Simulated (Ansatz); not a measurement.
A made-up structure of BSiNH₅, doublet:

```tsv
atom	x (Å)	y (Å)	z (Å)
N1	0.1314	0.6507	0.0195
B2	-1.1535	0.7292	-0.5092
Si3	0.9087	-1.0472	0.6674
H4	-1.8472	-0.1763	-0.6556
H5	-1.6234	1.7224	-0.8487
H6	0.6689	1.5128	0.1103
H7	0.2977	-2.3562	0.3048
H8	2.3778	-1.1755	0.8349
```

It is relaxed with PBE-D4/def2-SVP and then PBE0-D4/def2-TZVP (Ansatz 0.2.0). Atoms count as bonded within 1.22 times the sum of their covalent radii (H–H: 0.88 Å). The end point is not checked to be a true minimum.

Problem. Does its bonding change? (Judge from chemistry; the calculation decides.)

Solution. By the calculation: No: no bond forms or breaks.

Where it ends: The first stage lowers the energy by 0.81 eV in 8 steps. It ends as BSiNH₅ ([BH2][NH][SiH2]):
N1  (0.152, 0.510, 0.118)
B2  (-1.099, 0.638, -0.502)
Si3  (0.818, -0.940, 0.824)
H4  (-1.786, -0.336, -0.620)
H5  (-1.454, 1.709, -0.904)
H6  (0.702, 1.353, 0.222)
H7  (0.137, -2.107, 0.205)
H8  (2.290, -0.966, 0.582)
(Å)

Labels in which every atom is bracketed show which atoms are joined, not bond orders.

For scale, one of the runs: PBE0-D4/def2-TZVP relaxation, 129 basis functions, launched by `ansatz run in.yaml --threads 2 --pin off --events-out ev --progress --plain --max-ram 4352MiB`. Hardware: 2 CPU threads of an Arm Neoverse V1, shared host. Wall time about 36 s.
